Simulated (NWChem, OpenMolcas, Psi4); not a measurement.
CH2O2 (formic acid): a line through the functionals

CH2O2: 5 atoms, total charge 0, spin state singlet. SMILES: `O=CO`. Geometry: relaxed at PBE0-D4/def2-TZVP. This is one conformer, not always the lowest.

The HOMO–LUMO gap y, in eV, basis cc-pVTZ; a is the functional's share of exact exchange. Programs: NWChem 7.3.0, OpenMolcas 26.06, Psi4 1.11.

| functional | program | a | y (eV) |
| --- | --- | --- | --- |
| BLYP | OpenMolcas | 0 | 5.60 |
| PBE | NWChem | 0 | 5.58 |
| B3LYP | Psi4 | 0.2 | 7.91 |
| PBE0 | Psi4 | 0.25 | ? |
| BHLYP | Psi4 | 0.5 | 11.43 |

Problem. Fit y = c + s·a to the known rows and predict PBE0.

Solution. 
1. Means of the 4 rows: a = 0.1750, y = 7.630.
2. Σ(Δa)² = 0.1675, Σ(Δa·Δy) = 1.956, so the slope is 1.956/0.1675 = 11.678.
3. Intercept: 7.630 − (11.678) × 0.1750 = 5.586. The largest residual of the fit is 0.014.
4. PBE0: 5.586 + (11.678) × 0.25 = 8.51 eV.

The run gave 8.48 eV, so the prediction is off by +0.03 eV, more than the largest residual. Exact exchange lowers occupied levels and raises empty ones.
